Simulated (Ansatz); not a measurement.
Results of rVV10 in Ansatz (PAW) for zinc-blende HgSe.

Run with plane-wave cutoff 520 eV, 10×10×10 k mesh, Fermi–Dirac smearing 0.01 eV, scalar-relativistic PAW data made under PBE.

Energies at three volumes about the minimum:

```
V (Å³/atom)  E − E_lowest (meV/atom)
-----------  -----------------------
30.361                          1.80
30.981                          0.00
31.600                          1.65
```

Q: Fit a parabola by hand: where is the minimum, what lattice constant follows, and what is the bulk modulus?

A: Slopes: (0.00 − 1.80)/(30.981 − 30.361) = -2.903 and (1.65 − 0.00)/(31.600 − 30.981) = 2.666 meV/Å³. Curvature E″ = 2 × (2.666 − (-2.903))/(31.600 − 30.361) = 8.990 meV/Å⁶. From the middle of the first interval, the slope vanishes at V0 = 30.6710 − (-2.903)/8.990 = 30.994 Å³/atom. B = V0 E″ = 30.994 × 8.990 meV/Å³ × 0.1602 GPa per meV/Å³ = 44.6 GPa. With 8 atoms in the cube, a = (8 × 30.994)^(1/3) = 6.282 Å. The full Birch–Murnaghan fit to all volumes gives V0 = 30.981 Å³/atom and B0 = 44.4 GPa.

Measured, for comparison: bulk modulus 50 GPa (temperature not stated, no zero-point or thermal correction, our sources range from 48.5 to 51.6; as tabulated in Toher et al. (2017), arXiv:1611.05714); lattice constant a 6.085 Å (293 K, no zero-point or thermal correction; as tabulated in Cardona et al. (2009), arXiv:0908.2634). Computed (rounded) less measured: bulk modulus -11 % (-8 % to -14 % over the range).

Note: the cell is over a tenth larger than the published one: the level's own overestimate first of all, though another phase or state, or a fault of the published cell, is possible.

Ansatz is a program for electronic structure.
